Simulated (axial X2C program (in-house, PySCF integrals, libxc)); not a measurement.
Bond lengths and stretching modes, held linear, of FPF⁺

Calculated with an in-house all-electron X2C program for linear molecules (integrals from PySCF): two-component X2C with atomic mean-field Coulomb and Gaunt terms, Gaussian nuclei, basis F dyall-av3z, P dyall-v3z with contracted cores. Spin-free rows use the one-electron spin-free X2C Hamiltonian.

Masses F 18.998, P 30.974, F 18.998 u. States: 2c Ω = 0 (all partner blocks equally filled); spin-free M_S = 0, Λ = 0 (closed shell).

PBE0, 2c: energies above the lowest point

```json
{"r(F–P) (Å)": "1.5132", "r(P–F) (Å)": "1.5132", "E (meV)": "65.52"}
{"r(F–P) (Å)": "1.5132", "r(P–F) (Å)": "1.5520", "E (meV)": "30.66"}
{"r(F–P) (Å)": "1.5132", "r(P–F) (Å)": "1.5908", "E (meV)": "47.56"}
{"r(F–P) (Å)": "1.5520", "r(P–F) (Å)": "1.5132", "E (meV)": "30.66"}
{"r(F–P) (Å)": "1.5520", "r(P–F) (Å)": "1.5520", "E (meV)": "0.00"}
{"r(F–P) (Å)": "1.5520", "r(P–F) (Å)": "1.5908", "E (meV)": "21.25"}
{"r(F–P) (Å)": "1.5520", "r(P–F) (Å)": "1.6296", "E (meV)": "83.70"}
{"r(F–P) (Å)": "1.5908", "r(P–F) (Å)": "1.5132", "E (meV)": "47.56"}
{"r(F–P) (Å)": "1.5908", "r(P–F) (Å)": "1.5520", "E (meV)": "21.25"}
{"r(F–P) (Å)": "1.5908", "r(P–F) (Å)": "1.5908", "E (meV)": "46.96"}
{"r(F–P) (Å)": "1.6296", "r(P–F) (Å)": "1.5520", "E (meV)": "83.70"}
{"r(F–P) (Å)": "1.6296", "r(P–F) (Å)": "1.6296", "E (meV)": "185.48"}
```

**Question.** Fit a quadratic surface with cubic terms in each bond: where is the minimum, and what are the two stretching wavenumbers?

**Answer.** At PBE0, 2c: bonds 1.554 and 1.554 Å; harmonic stretches 728.7 and 997.3 cm⁻¹; force constants 5.47, 5.47 and coupling 0.47 mdyn/Å.

The other levels and Hamiltonians give:

```tsv
Hamiltonian	level	r(F–P) (Å)	r(P–F) (Å)	lower stretch (cm⁻¹)	upper stretch (cm⁻¹)
2c	HF	1.518	1.518	784.1	1048.3
2c	LDA	1.564	1.564	701.0	968.4
2c	MP2	1.558	1.558	726.3	1001.7
spin-free	PBE0	1.554	1.554	728.7	997.1
spin-free	HF	1.518	1.518	784.1	1048.0
spin-free	LDA	1.564	1.564	701.0	968.1
spin-free	MP2	1.558	1.558	726.3	1001.5
```

Each state is one determinant, the lowest of a limited PBE0 search; the stretches come from a fit to these few points and carry an uncertainty of a few per cent. Other orders of the atoms were not compared. MP2 freezes inner shells (threshold -2 hartree). The molecule was held linear; bending was not examined, so a bent shape may lie lower.
